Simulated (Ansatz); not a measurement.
Geometry optimisation, UKS PBE/def2-SVP (Ansatz 0.2.0).

Input file:

```yaml
crystal:
  periodic: [false, false, false]
  atoms:
    - { symbol: B, position_ang: [0.0856, 0.00263, 0.215248] }
    - { symbol: Cl, position_ang: [1.209746, -0.00378, 1.642994] }
    - { symbol: H, position_ang: [0.623787, 0.002606, -0.868182] }
    - { symbol: H, position_ang: [-1.098104, -0.004206, 0.444771] }
    - { symbol: F, position_ang: [-0.82103, 0.002751, 3.395169] }
magnetization:
  spin_polarized: true
  initial_magnetization: 1
basis:
  gaussian: { orbitals: def2-SVP }
hamiltonian:
  xc: pbe
relax:
  f_tol: 0.03
  max_steps: 50
output:
  orbitals: {}
```

Run as:

```bash
$ ansatz run input.yaml --threads 1 --pin off --max-ram 2048MiB --backend cpu --events-out ev --progress --plain --runs-dir out
```

**Question.** Where does it end, and by what steps?

**Answer.** The run converged. After 6 steps the energy has fallen by 0.240 eV; F5 moved furthest, 0.27 Å.

| step | energy less start (eV) | largest force component (eV/Å) | accepted |
| --- | --- | --- | --- |
| 0 | 0.0000 | 1.199 | yes |
| 1 | -0.1807 | 0.742 | yes |
| 2 | -0.1755 | 0.663 | no |
| 3 | -0.2375 | 0.143 | yes |
| 4 | -0.2381 | 0.154 | yes |
| 5 | -0.2394 | 0.106 | yes |
| 6 | -0.2396 | 0.003 | yes |

```xyz
5
Properties=species:S:1:pos:R:3
B 0.059 0.000 0.274
Cl 1.041 -0.003 1.717
H 0.660 0.003 -0.778
H -1.140 -0.003 0.403
F -0.620 0.002 3.215
```

Time of the run: 16 s on 1 thread of Arm Neoverse V2 (shared host), peak memory 0.14 GiB.
